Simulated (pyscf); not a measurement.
PySCF, gas phase, ωB97X-D3(BJ)/def2-SVP geometries.

Problem. For the elementary gas-phase step [N=SiH₂]• + hydrogen (H₂) -> HN=SiH₂ + H atom (H•) (doublet surface; H–H broken, H–N formed), what barrier and reaction energy does ωB97M-D3(BJ)/def2-TZVP give, measured from the separated reactants?

Solution. ΔE‡ = 6.9 kcal/mol, ΔE = -6.1 kcal/mol. Zero-point energy shifts the barrier by +0.8 kcal/mol. It is a hydrogen abstraction, with an imaginary mode of 1181i cm⁻¹. [N=SiH₂]• lies 28.8 kcal/mol over its isomer [HN=SiH]• (electronic energy, ωB97M-D3(BJ)/def2-TZVP). HN=SiH₂ lies 18.2 kcal/mol over its isomer H₂N–SiH: [singlet] (electronic energy, ωB97M-D3(BJ)/def2-TZVP). One saddle was located; it need not be the lowest between these sides. The angle at the transferred H is 161°.
